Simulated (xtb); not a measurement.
C2H6S, SMILES CSC. All values are semi-empirical tight-binding results from xtb (GFN2-xTB unless named), good for trends rather than for accurate numbers. Coordinates come from a GFN2-xTB optimisation.

Optimised geometry:

```xyz
9

C      1.3756     0.0000     0.5185
S      0.0000     0.0000    -0.6648
C     -1.3756     0.0000     0.5185
H      1.3247     0.8937     1.1346
H      2.2923     0.0000    -0.0613
H      1.3247    -0.8937     1.1346
H     -1.3247     0.8937     1.1346
H     -2.2923     0.0000    -0.0613
H     -1.3247    -0.8937     1.1346
```
Charge 0, spin multiplicity 1.

Question: Estimate the properties. (The exact figures need the calculation; the answer reports its results.)

Answer: 
```yaml
point_group_as_xtb_finds_it: C2v
orbital_gap: 4.28 eV
zero_point_energy: 46.4 kcal/mol
G − E(el) at 298.15 K (modified RRHO): 29.8 kcal/mol
static polarisability (D4 model): 48.1 bohr³
solvation energy, GFN2-xTB/ALPB(water): -0.1 kcal/mol
solvation energy, GFN2-xTB/ALPB(thf): -4.0 kcal/mol
```

Computed atomic charges and the Wiberg bond orders between heavy atoms:
charges (e) C1 -0.05, S2 -0.21, C3 -0.05, H4 0.05, H5 0.06, H6 0.05, H7 0.05, H8 0.06, H9 0.05. Bond orders C1–S2 1.01, S2–C3 1.01.
